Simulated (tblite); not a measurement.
C5H10P (charge -1).
Z-matrix (Å and degrees, GFN2-xTB geometry), rows numbered from 1:
```
C 
C   1  1.5242
P   2  1.8765  1  115.07
C   3  1.8458  2   95.52  1    79.19
C   4  1.5052  3  121.93  2    93.76
C   4  1.4950  3  119.86  2   164.83
H   1  1.0882  2  109.76  3    58.27
H   1  1.0954  2  111.12  3   178.76
H   1  1.0885  2  110.45  3   -60.71
H   2  1.0952  1  109.19  3  -118.49
H   2  1.0958  1  110.08  3   123.44
H   4  1.0903  3  114.17  2   -52.21
H   5  1.0856  4  119.03  6   107.67
H   5  1.0805  4  117.80  6  -107.23
H   6  1.0805  4  117.42  5   107.80
H   6  1.0853  4  119.01  5  -108.32
```

The geometry is computed with GFN2-xTB (gas phase).

Take the most abundant isotopes and a rigid rotor. The values belong to one conformer with, in the numbering `[CH3:1][CH2:2][P-:3][CH:4]1[CH2:5][CH2:6]1`, C1–C2–P3–C4 79°, C2–P3–C4–C5 94°.

Question: Give the principal moments of inertia and the rotational constants in MHz.

Answer: Ia = 89.13, Ib = 313.84, Ic = 344.05 u·Å²; 505379 MHz·u·Å²/I gives A = 5670, B = 1610, C = 1469 MHz.

Question: Classify the top.

Answer: A near-prolate asymmetric top: κ = (2 × 1610 − 5670 − 1469)/(5670 − 1469) = -0.93.

Question: Is it planar, by Δ = Ic − Ia − Ib?

Answer: Not planar: Δ = Ic − Ia − Ib = -58.92 u·Å². For a rigid frame Δ = −2 Σ m c², so Σ m c² = 29.46 u·Å² lies off the ab plane: 11.71 from hydrogen and 17.75 from heavier atoms. The atom farthest from that plane is 1.64 Å away.

Question: Give the other two planar moments, Paa and Pbb, and the rms extents of the mass along the axes.

Answer: Paa = Σ m a² = (Ib + Ic − Ia)/2 = 284.39 and Pbb = Σ m b² = (Ia + Ic − Ib)/2 = 59.67 u·Å². With the mass M = 101.05 u, the rms extents √(P/M) along a, b and c are 1.68, 0.77, 0.54 Å.

Question: Where do the levels up to J = 3 lie, in K?

Answer: Above 0(0,0), as E/k:
J = 1: 1(0,1) 0.148, 1(1,1) 0.343, 1(1,0) 0.349
J = 2: 2(0,2) 0.443, 2(1,2) 0.631, 2(1,1) 0.652, 2(2,1) 1.236, 2(2,0) 1.236
J = 3: 3(0,3) 0.886, 3(1,3) 1.064, 3(1,2) 1.105, 3(2,2) 1.680, 3(2,1) 1.680, 3(3,1) 2.671, 3(3,0) 2.671
The levels of one J sum to (2J + 1)J(J + 1)(A + B + C)/3.

Question: Estimate the classical rotational partition function at 10 K, 50 K and 200 K.

Answer: Point group C1, symmetry number σ = 1; q = (√π/σ)·√((kT/h)³/(ABC)), k/h = 20836.6 MHz/K: 1460 at 10 K, 16300 at 50 K, 130000 at 200 K.

Its GFN2-xTB frequencies are all real (lowest 30 cm⁻¹). These are rigid-rotor constants of the computed structure; measured ground-state constants (B0) also hold zero-point vibration.
